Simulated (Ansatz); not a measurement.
The input, for Ansatz 0.2.0:

```yaml
crystal:
  periodic: [false, false, false]
  atoms:
    - {symbol: As, position_ang: [0.000000, 0.000000, 0.000000]}
    - {symbol: H, position_ang: [0.000000, 0.000000, 1.547800]}
basis:
  gaussian: {orbitals: aug-cc-pVDZ}
magnetization: {spin_polarized: false, initial_magnetization: 2}
correlation: {method: ccsdt_q, electrons: outside_noble_gas}
```

```sh
$ ansatz run in.yaml --threads 1 --pin off --events-out ev --progress --plain --max-ram 4096MiB --backend cpu
```

**Question.** Roughly how long does this take on 1 thread of AMD EPYC 7R13, shared host, and how much host memory?

**Answer.** 4.1 s wall and 0.22 GiB.

```
765 factors; integrals over basis functions are off by at most 1.9e-7 eV
mean field evaluation 1: about -60809.8171 eV, gradient 5.4e0 eV
mean field evaluation 2: about -60809.8172 eV, gradient 5.4e0 eV
mean field evaluation 4: about -60810.1126 eV, gradient 6.1e-1 eV
mean field evaluation 8: about -60810.1153 eV, gradient 9.2e-5 eV
mean field evaluation 16: about -60810.1153 eV, gradient 4.8e-7 eV
mean field -60810.11526970 eV, -2234.7305175849 hartree, gradient 4.8e-7 eV, S^2 2.000000; 0 other end points of the search recorded, 0 dependent functions left out
14 core orbitals not correlated: weight in the atoms' cores, before any rotation towards them, 1.000 or more for the frozen orbitals, at most 0.000 for the correlated occupied ones
reference -60810.11526970 eV, -2234.7305175849 hartree; 4, 2 occupied and 27, 29 virtual orbitals, 765 factors
second order -2.20598848 eV of doubles, -0.08037353 eV of singles
cycle   1  -2.69933712 eV  change   -4.1e-1 eV  update   5.3e-2
cycle   2  -2.90418187 eV  change   -2.0e-1 eV  update   2.1e-2
cycle   3  -2.91490611 eV  change   -1.1e-2 eV  update   6.1e-3
cycle   4  -2.91850068 eV  change   -3.6e-3 eV  update   2.8e-3
cycle   5  -2.91814131 eV  change    3.6e-4 eV  update   1.1e-3
cycle   6  -2.91786313 eV  change    2.8e-4 eV  update   5.5e-4
cycle   7  -2.91830315 eV  change   -4.4e-4 eV  update   2.8e-4
cycle   8  -2.91835495 eV  change   -5.2e-5 eV  update   9.9e-5
cycle   9  -2.91826973 eV  change    8.5e-5 eV  update   4.0e-5
cycle  10  -2.91827067 eV  change   -9.4e-7 eV  update   1.4e-5
cycle  11  -2.91828239 eV  change   -1.2e-5 eV  update   5.1e-6
cycle  12  -2.91828252 eV  change   -1.3e-7 eV  update   1.6e-6
cycle  13  -2.91828198 eV  change    5.4e-7 eV  update   6.8e-7
cycle  14  -2.91828116 eV  change    8.2e-7 eV  update   2.7e-7
cycle  15  -2.91828115 eV  change    1.0e-8 eV  update   9.5e-8
perturbative correction -0.00227800 eV, -0.0000837149 hartree
Total energy: -60813.03582885 eV, -2234.8378461540 hartree
```

For the same geometry and basis full CI lies 0.2 meV lower.
